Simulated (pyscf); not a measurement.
Single points on ωB97X-D3(BJ)/def2-SVP structures (PySCF, gas phase).

Question: PBE/def2-TZVP puts the barrier of O=Ti=O + H₃C–OH → H₃C–O–Ti(=O)–OH (addition across a multiple bond or ene-type step; singlet surface; H–O broken, O–Ti, H–O formed) at -1.13 eV and the reaction energy at -3.06 eV, from the separated reactants. What do PBE0-D3(BJ)/def2-TZVP, M06-2X/def2-TZVP, ωB97M-D3(BJ)/def2-TZVP give on the same structures?

Answer: PBE0-D3(BJ): ΔE‡ = -1.21 eV, ΔE = -3.36 eV; M06-2X: ΔE‡ = -1.31 eV, ΔE = -3.64 eV; ωB97M-D3(BJ): ΔE‡ = -1.11 eV, ΔE = -3.37 eV. PBE's barrier lies among them. Its reaction energy lies over all of them, by 0.30 to 0.59 eV. On the reactant side the descent ends in an adduct with a O–Ti contact, 1.61 eV under the separated species and 0.40 eV under the saddle at ωB97X-D3(BJ)/def2-TZVP. At PBE, PBE0-D3(BJ), M06-2X, ωB97M-D3(BJ) the saddle lies under the separated reactants, which points to a path from their complex (located at ωB97X-D3(BJ) alone). What is counted as formed (O–Ti) is already present as a longer contact in the reactant adduct; forming that adduct is a step of its own. At the saddle there is also a short H–Ti contact that neither side keeps. At ωB97X-D3(BJ)/def2-TZVP the barrier from the zero used here is -1.21 eV. One saddle was located; it need not be the lowest between these sides.
